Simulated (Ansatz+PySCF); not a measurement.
The numbers below are computed, except where a source is named.
Input for Ansatz (development build ahead of 0.2.0):

```yaml
crystal:
  periodic: [false, false, false]
  atoms:
    - { symbol: "N", position_ang: [0.0, 0.0, -0.83218] }
    - { symbol: "N", position_ang: [0.0, 0.0, 0.83218] }
basis:
  gaussian: { orbitals: "6-31G" }
total_charge: 1
magnetization:
  initial_magnetization: 1
hamiltonian:
  xc: hf
```

The input is written out in the form of the current development build from the run's settings.

Output:

```yaml
Converged: yes
Total_energy: -108.13160 hartree
Spin_squared_of_the_determinant: 0.750
Stability_test: minimum among restricted orbitals
```

Caution: an unrestricted determinant lies well below; the determinant breaks the point group.
